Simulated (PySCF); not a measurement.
C₃H₇, SMILES C[CH]C (connectivity only; charge and spin as stated), charge +1, multiplicity 1. Atoms are numbered in the order given.

```xyz
10

C      1.2707     0.0238    -0.1967
C      0.0000     0.0000     0.4533
C     -1.2707    -0.0238    -0.1967
H      2.0240     0.6042     0.3452
H      1.2480     0.2019    -1.2700
H      1.6091    -1.0293    -0.0279
H      0.0000     0.0000     1.5461
H     -1.6091     1.0293    -0.0279
H     -2.0240    -0.6042     0.3452
H     -1.2480    -0.2019    -1.2700
```
Charge +1, spin multiplicity 1.

The structure is a stationary point at PBE0-D3(BJ)/def2-TZVP. The multiplicity is an assumed one; other spin states were not compared. The isomer is the one that the SMILES or the coordinates give; other isomers of the formula were not compared.

The numbers are results of ωB97X/def2-TZVPD run with PySCF, not measurements.

ESP charges are fitted to the potential on shells at 1.4 to 2.0 van der Waals radii. Atomic charges (e):

```csv
atom,meta-Löwdin,ESP fit
C1,-0.34,-0.49
C2,0.31,0.46
C3,-0.34,-0.49
H4,0.20,0.22
H5,0.17,0.22
H6,0.23,0.25
H7,0.19,0.13
H8,0.23,0.25
H9,0.20,0.22
H10,0.17,0.22
```
